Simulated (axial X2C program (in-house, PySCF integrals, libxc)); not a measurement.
# Spectroscopic constants of LiH⁻

All values were computed with an in-house relativistic program for diatomic molecules. Spin-free means the one-electron spin-free X2C Hamiltonian; two-component (2c) means X2C with spin–orbit coupling and atomic mean-field two-electron Coulomb and Gaunt terms, so the difference of the two also holds small scalar two-electron terms. Basis: Li dyall-av3z [9s9p3d], H dyall-av3z [7s3p2d] (cores contracted in-house); Gaussian nuclei, density fitting, unrestricted open shells. Masses: Li 7.016 u, H 1.008 u.

Input:
```json
{"zs": [3, 1], "q": -1, "bas": ["dyall-av3z", "dyall-av3z"], "levels": ["PBE0", "HF", "PBEsol"], "cc": true, "r0": 1.65, "thr": -2.0, "nmax": 90, "npts": 10, "nst": 2, "ntry": 6}
```
```bash
python so2c.py task.json out
```

Keys: zs atomic numbers; q charge; bas basis sets; levels methods; cc coupled cluster on or off; r0 starting distance in Å; thr threshold in hartree for freezing inner shells (an s shell follows its p shell); nmax most natural virtual spinors; npts points on the curve; nst determinants followed; ntry starts of the search. HF also brings MP2.

State, spin-free: M_S = 1/2, Λ = 0 (beyond evenly filled blocks: σα); electrons by block: σα: 3, σβ: 2. Fragments: Li + H- for PBE0, MP2, CCSD, CCSD(T), PBEsol; Li- + H for HF.

State, 2c: Ω = 1/2 (⟨Sz⟩ = 0.50, ⟨Lz⟩ = 0.00 at PBE0); electrons by block: 1/2: 3, -1/2: 2. Fragments: Li + H- for PBE0, MP2, CCSD, CCSD(T), PBEsol; Li- + H for HF.

| Hamiltonian | level | Re (Å) | ωe (cm⁻¹) | ωexe (cm⁻¹) | De (eV) | D0 (eV) | μ (D) |
| --- | --- | --- | --- | --- | --- | --- | --- |
| spin-free | PBE0 | 1.670 | 1191.1 | 27.9 | 2.10 | 2.03 | 5.53 |
| spin-free | HF | 1.679 | 1203.8 | 27.4 | n/a | n/a | 5.66 |
| spin-free | MP2 | 1.676 | 1197.3 | 27.4 | 2.10 | 2.02 | n/a |
| spin-free | CCSD | 1.684 | 1167.8 | 28.1 | 2.04 | 1.97 | n/a |
| spin-free | CCSD(T) | 1.685 | 1165.5 | 28.1 | 2.05 | 1.98 | n/a |
| spin-free | PBEsol | 1.679 | 1165.9 | 28.3 | 2.08 | 2.01 | 6.13 |
| 2c | PBE0 | 1.671 | 1191.0 | 27.9 | 2.10 | 2.03 | 5.53 |
| 2c | HF | 1.679 | 1203.8 | 27.4 | n/a | n/a | 5.66 |
| 2c | MP2 | 1.676 | 1197.3 | 27.4 | 2.10 | 2.02 | n/a |
| 2c | CCSD | 1.684 | 1167.8 | 28.1 | 2.04 | 1.97 | n/a |
| 2c | CCSD(T) | 1.685 | 1165.4 | 28.1 | 2.05 | 1.98 | n/a |
| 2c | PBEsol | 1.679 | 1165.9 | 28.3 | 2.08 | 2.01 | 6.13 |

Correlated methods: 3 electrons correlated (number of frozen shells: Li 1 s; H none), 139 virtual spin orbitals or spinors in MP2, 45 natural virtuals in coupled cluster.

Dipoles are positive if H is the positive end and refer to the centre of mass.

Occupations by symmetry block were frozen at the best pattern of an incomplete PBE0 search. Dissociation energies refer to the lowest single-determinant-based atoms at the same level and basis. De is not given where an atomic determinant may have missed its ground term or J level, or where the truncated virtual space spoils (T). Density functionals use the spin component along the axis (collinear). CCSD and (T) use frozen natural virtuals with an MP2 correction for the truncation; (T) itself is uncorrected, so its De runs slightly low. PBE0 can misorder states that lie within some tenths of an eV, so this need not be the ground state of the molecule. The nearest other spin-free determinant of the search, M_S = 1/2, Λ = 1, lies 0.50 eV up at the distance of the search. The highest occupied level of some functionals is positive through self-interaction error; at Hartree–Fock it is bound.

Rough cost a point (2c) on 1 thread(s) of a shared host, integrals apart: PBE0 0.17 s, HF 0.05 s, CCSD(T) 0.18 s, PBEsol 0.17 s.

The whole task took 17 s on 1 thread of Arm Neoverse V1, with other jobs on the host.
